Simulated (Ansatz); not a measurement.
Ansatz (a program for electronic structure) input (CCSD(T)/aug-cc-pV(D+d)Z):
A basis named .json is the Basis Set Exchange file of that set.

Ansatz 0.2 input:
```yaml
crystal:
  periodic: [false, false, false]
  atoms:
    - {symbol: C, position_ang: [-0.00358972, 0.00080934, 0.26295365]}
    - {symbol: Cl, position_ang: [-0.00984441, 1.69003269, -0.03627790]}
    - {symbol: Cl, position_ang: [1.46912032, -0.83620564, -0.00831232]}
    - {symbol: Cl, position_ang: [-1.45800895, -0.85411270, -0.04821695]}
basis:
  gaussian:
    orbitals: aug-cc-pV_D+d_Z.json
magnetization: {spin_polarized: true, initial_magnetization: 1}
correlation: {method: ccsd_t, electrons: outside_noble_gas}
output: {forces: true}
```

End of the output:

```
mean field evaluation 16: about -38540.3878 eV, gradient 4.9e-6 eV
mean field evaluation 32: about -38535.0375 eV, gradient 6.6e0 eV
mean field -38540.38775576 eV, -1416.3331264110 hartree, gradient 4.9e-6 eV, S^2 0.769652; 0 other end points of the search recorded, 0 dependent functions left out
16 core orbitals not correlated
reference -38540.38775576 eV, -1416.3331264110 hartree; 13, 12 occupied and 90, 91 virtual orbitals, 1140 factors
densities: 2.00 GiB planned
second order -15.44209090 eV of doubles, -0.00000000 eV of singles
coupled cluster: 1.23 GiB planned
cycle   1  -16.09886654 eV  change   -6.6e-1 eV  update   9.8e-2
cycle   2  -16.50535306 eV  change   -4.1e-1 eV  update   3.0e-2
cycle   3  -16.60627216 eV  change   -1.0e-1 eV  update   1.8e-2
cycle   4  -16.60837945 eV  change   -2.1e-3 eV  update   6.6e-3
cycle   5  -16.60718230 eV  change    1.2e-3 eV  update   2.7e-3
cycle   6  -16.60714200 eV  change    4.0e-5 eV  update   7.5e-4
cycle   7  -16.60730098 eV  change   -1.6e-4 eV  update   2.5e-4
cycle   8  -16.60736000 eV  change   -5.9e-5 eV  update   1.2e-4
cycle   9  -16.60733065 eV  change    2.9e-5 eV  update   6.4e-5
cycle  10  -16.60731040 eV  change    2.0e-5 eV  update   3.3e-5
cycle  11  -16.60732036 eV  change   -1.0e-5 eV  update   1.8e-5
cycle  12  -16.60731969 eV  change    6.8e-7 eV  update   7.8e-6
cycle  13  -16.60732117 eV  change   -1.5e-6 eV  update   2.5e-6
cycle  14  -16.60731942 eV  change    1.7e-6 eV  update   1.0e-6
perturbative correction -0.62199356 eV, -0.0228578417 hartree
the calculation of the forces begins
Total energy: -38557.61706874 eV, -1416.9662919845 hartree
Atom 0 at    -0.003590     0.000809     0.262954 Å, force    -0.004870     0.001098     0.356785 eV/Å
Atom 1 at    -0.009844     1.690033    -0.036278 Å, force    -0.000360     0.326177    -0.119960 eV/Å
Atom 2 at     1.469120    -0.836206    -0.008312 Å, force     0.285385    -0.161908    -0.114557 eV/Å
Atom 3 at    -1.458009    -0.854113    -0.048217 Å, force    -0.280154    -0.165368    -0.122267 eV/Å
Dipole moment:     0.000277    -0.000062    -0.020306 e Å
```

It need not be the lowest isomer of its formula.
